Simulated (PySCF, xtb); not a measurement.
**Ranking isomers of BHP−**

3 gas-phase structures of BHP−, found in a search over its isomers (lower ones may exist). Each was relaxed with GFN2-xTB:

A. the triplet with the links of `[B][PH-]`
B. `[BH-]#P`, a singlet
C. `[B][PH-]`, a singlet

**Question.** Estimate their order in r2SCAN-D4/def2-SVPD energy at these geometries, lowest first.

**Answer.** Calculated order at r2SCAN-D4/def2-SVPD: B (0.0), C (46.6), A (65.7) kcal/mol.

Energies above the lowest of each column, in kcal/mol; the last columns are at PBE0-D4/def2-SVPD geometries (a dash: not run or not comparable):

| structure | GFN2-xTB | HF/STO-3G | r2SCAN-D4/def2-SVPD | PBE0-D4/def2-SVPD | CCSD(T)/def2-TZVPPD |
| --- | --- | --- | --- | --- | --- |
| B | 0.0 | 0.0 | 0.0 | 0.0 | 0.0 |
| C | 67.4 | 58.1 | 46.6 | 41.3 | 42.7 |
| A | – | 59.8 | 65.7 | 67.4 | 73.9 |

Every level run on B puts it lowest or level with the lowest. Frequencies (GFN2-xTB) were run for A, B alone. GFN2-xTB has no spin polarisation and isn't compared across spin states. Open shells are spin-unrestricted, some with notable spin contamination. Large T1 diagnostics make some coupled-cluster values less sure.

Programs: PySCF 2.14.0, xtb 6.7.1.
